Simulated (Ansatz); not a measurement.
Write a Python script for the Ansatz DFT code, driven from Python that makes an active-space calculation of HLiO, SMILES [Li][OH]. Level of theory (for the species named): Hartree-Fock, 6-31G* basis, multiplicity 1.

```xyz
3

Li    1.0769    0.5619    0.6419
O    -0.5430    0.1772   -0.2750
H    -0.5449   -0.8039   -0.3801
```

`hlio.py`
```python
# -*- coding: utf-8 -*-
"""Static correlation in HLiO: natural occupations of an active space."""

import ansatz as az


def main():
    geometry_ang = [
        ("Li", [1.0769, 0.5619, 0.6419]),
        ("O", [-0.543, 0.1772, -0.275]),
        ("H", [-0.5449, -0.8039, -0.3801]),
    ]
    hlio = az.Crystal.molecule()
    for symbol, xyz in geometry_ang:
        hlio = hlio.atom(symbol, xyz)

    calc = hlio.calculation().basis(gaussian="6-31G*").correlation(active_electrons=4, active_orbitals=5)
    for method in [None, "sc_nevpt2"]:
        rep = (calc if method is None else calc.correlation(method)).run(threads=1, pin="off").report
        space = rep["configurations"]
        state = space["states"][0]
        print(method or "casscf", f"total {rep['free_energy_ev'] / 27.211386246:.6f} Ha, active-space state {state['energy']['hartree']:.6f} Ha, mean field {rep['reference_energy_ev'] / 27.211386246:.6f} Ha")
        print("  determinants", state["n_determinants"], " natural occupations", [round(n, 3) for n in space["natural_occupations"]])


if __name__ == "__main__":
    main()
```

```console
$ python hlio.py
casscf total -82.943181 Ha, active-space state -82.943181 Ha, mean field -82.884143 Ha
  determinants 100  natural occupations [1.975, 1.969, 0.029, 0.024, 0.004]
sc_nevpt2 total -83.086121 Ha, active-space state -82.943180 Ha, mean field -82.884143 Ha
  determinants 100  natural occupations [1.975, 1.969, 0.029, 0.024, 0.004]
```

What to keep in mind:
- Total energies depend on the basis set; only differences at equal settings carry meaning.
- The geometry is a force-field or estimated start, not a minimum of this method, and the basis set is short of its limit. The active space starts as a window about the frontier orbitals and is then optimised, not chosen by chemistry.
- Finished in 2.8 s on 1 thread of Arm Neoverse V1 (shared host), peak memory 0.13 GiB.
